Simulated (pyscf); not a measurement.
Thermochemistry of product channels of H₃C–SiH: [singlet] + Cl• on the doublet surface, in eV, from CCSD(T)/def2-TZVPP + ΔMP2(QZVPP) energies (ideal gas, 1 atm, RRHO with modes under 100 cm⁻¹ raised to 100, one conformer, R ln 2 for rigid chiral ones). Optimised with ωB97X-D3(BJ)/def2-SVP in PySCF. Correlated levels are frozen-core, on RHF or UHF. ΔMP2 is the change of the MP2 total energy from the triple- to the quadruple-zeta basis.

| products | ΔE | ΔH(298 K) | ΔG(298 K) | ΔG(900 K) |
|---|---|---|---|---|
| H₃C–Si:–Cl [singlet] + H• | (withheld) | -1.26 | -1.23 | (withheld) |
| •H₂C–SiH₂–Cl | -3.34 | -3.38 | -3.03 | -2.34 |
| H₃C–SiH•–Cl | -3.83 | -3.76 | -3.39 | -2.65 |
| •H₂Si–CH₂–Cl | -2.02 | -2.01 | -1.64 | -0.88 |
| CH₂ [triplet] + •H₂Si–Cl | +1.12 | +0.92 | +0.80 | +0.56 |
| CH₃• + :HSi–Cl [singlet] | (withheld) | -1.28 | -1.37 | -1.53 |
| :HSi–CH₂–Cl [singlet] + H• | +0.87 | +0.70 | +0.75 | +0.84 |

Q: What belongs in the gaps?

A: 
- H₃C–Si:–Cl [singlet] + H•, ΔE: -1.14
- H₃C–Si:–Cl [singlet] + H•, ΔG(900 K): -1.21
- CH₃• + :HSi–Cl [singlet], ΔE: -1.18

These are energies of the channels, which say nothing of barriers. The CCSD(T) − MP2 part came from Ansatz, without density fitting, on the same reference. Left out: orbital degeneracy and the spin-orbit lowering of Cl.
